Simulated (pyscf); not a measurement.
Routes from H₃C–Zn–OH + hydrogen (H₂)

Candidate steps break at most two bonds and form at most two. Each was searched with GFN2-xTB (tblite) first. Single points on ωB97X-D3(BJ)/def2-SVP structures (PySCF, gas phase). Energies: ωB97M-D3(BJ)/def2-TZVP, kcal/mol, from the separated reactants, singlet surface; ΔG‡ with ideal gas, 1 atm, RRHO with modes under 100 cm⁻¹ raised to 100, one conformer, R ln 2 for chiral ones without a mode under 150 cm⁻¹.

```csv
products,type,ΔE‡,ΔE,ΔG‡ 298 K,ΔG‡ 900 K,ν‡ (cm⁻¹)
H₃C–ZnH + H₂O,four-centre exchange,24.0,+6.3,32.7,50.7,1218i
CH₄ + HO–ZnH,four-centre exchange,47.3,-10.4,55.9,74.1,1661i
```

Row 1: On the product side the descent ends in a complex (not fully relaxed), 7.8 kcal/mol under the separated species and 24.3 kcal/mol under the saddle at ωB97X-D3(BJ)/def2-TZVP. 

Plain bond fissions and candidates not yet searched are not listed, and one of them may be faster. Each barrier is that of the saddle found; lower ones may exist. Elements up to Kr have no core potential and no relativistic terms here.
